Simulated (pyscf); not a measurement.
Structures and frequencies: ωB97X-D3(BJ)/def2-SVP in PySCF.

For the elementary gas-phase step O=Nb(Cl)(Cl)–Cl (SMILES [O]=[Nb]([Cl])([Cl])[Cl]) + HCl (SMILES Cl) → HO–Nb(Cl)(Cl)(Cl)–Cl (SMILES [OH][Nb]([Cl])([Cl])([Cl])[Cl]) (singlet surface; Cl–H broken, H–O, Cl–Nb formed), what barrier and reaction energy does ωB97M-D3(BJ)/def2-TZVP give, measured from the separated reactants?

ΔE‡ = 0.60 eV, ΔE = -0.16 eV. Zero-point energy shifts the barrier by -0.01 eV. It is an addition across a multiple bond or ene-type step, with an imaginary mode of 1332i cm⁻¹. One saddle was located; it need not be the lowest between these sides. Elements past Kr carry the def2 core potentials, without spin-orbit coupling.
